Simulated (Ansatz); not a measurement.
## Strength of the C–H bond: C3H9N → C3H8N + H

Species: C3H9N (trimethylamine) `CN(C)C`, singlet; C3H8N `[CH2]N(C)C`, doublet; H atom, doublet. 

Shapes, held fixed at every level: PBE0-D4/def2-TZVP. Flexible molecules stand in one conformer, not always the lowest. Programs: Ansatz 0.2.0. The zero-point and thermal change to 298 K, harmonic and unscaled (PBE0-D4/def2-TZVP), is -28.6 kJ/mol.

Question: Estimate ΔH(298 K) of this reaction.

Answer: MP2/def2-TZVPP gives ΔH(298 K) = +384.5 kJ/mol; the levels span +295.2 to +403.8. The median of the levels is +374.5. Hartree–Fock misses the correlation of the pair that is broken and comes out low. No measured value is set beside it here. Open shells run unrestricted unless RO is named.

```tsv
level	kind	ΔH(298 K) (kJ/mol)
HF/def2-SVP	Hartree–Fock	+295.2
SPW92/def2-TZVPP	LDA	+403.8
B3LYP-D4/def2-TZVPP	global hybrid	+373.5
BHLYP-D4/def2-TZVPP	global hybrid	+374.5
PBE0-D4/def2-TZVPP	global hybrid	+369.2
B2PLYP/def2-TZVPP	double hybrid	+376.0
MP2/def2-TZVPP	perturbation theory	+384.5
```
